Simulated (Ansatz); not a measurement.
For rutile TiO2, PBE in Ansatz (PAW) gives:

| Property | Result |
|---|---|
| lattice parameter a | 4.644 Å |
| lattice parameter c | 2.964 Å |
| band gap at the measured cell | 1.90 eV |
| elastic constant C11 | 257 GPa |
| elastic constant C44 | 115 GPa |
| Voigt–Reuss–Hill shear modulus | 109 GPa |
| formation enthalpy | -3.015 eV/atom |

### Question
What does HSE06 (Ansatz, an electronic-structure program, PAW) give for the same quantities?

### Answer

- lattice constant a: 4.580 Å (decreases by 1.4 %)
- lattice parameter c: 2.944 Å (falls by 0.7 %)
- band gap at the measured cell: 3.40 eV (rises by 1.50 eV)
- elastic constant C11: 302 GPa (increases by 18 %)
- elastic constant C44: 133 GPa (increases by 16 %)
- Voigt–Reuss–Hill shear modulus: 126 GPa (grows by 16 %)
- formation enthalpy: -3.193 eV/atom (moves by -0.178 eV/atom)

For comparison: lattice constant a 4.587 Å (measured, 15 K, zero-point motion not removed; as tabulated in Burdett, Hughbanks, Miller, Richardson, Smith, powder neutron diffraction …); lattice parameter c 2.954 Å (measured, 15 K, zero-point motion not removed; as tabulated in Burdett, Hughbanks, Miller, Richardson, Smith, powder neutron diffraction …); elastic constant C11 268 GPa (measured, room temperature, no zero-point or thermal correction; as tabulated in Elasticity of TiO2 rutile to 1800 K); elastic constant C44 124 GPa (measured, room temperature, no zero-point or thermal correction; as tabulated in Elasticity of TiO2 rutile to 1800 K); formation enthalpy -3.247 eV/atom (measured, 0 K, at or extrapolated to 0 K; zero-point energies not removed; as tabulated in Aykol and Wolverton (2014), doi:10.1103/physrevb.90.115105).

Changes are worked out from the printed values.

Unless a cell is named, each level is at its own relaxed cell (PBE 10.65, HSE06 10.30 Å³/atom).

Density-functional gaps are differences of (generalised) Kohn–Sham levels.

Caveats: exact exchange on metals is sensitive to the k mesh and can open a false gap (HSE06). Ansatz's density-functional and Hartree–Fock values are scalar-relativistic unless marked +SOC, with PAW data made under PBE.
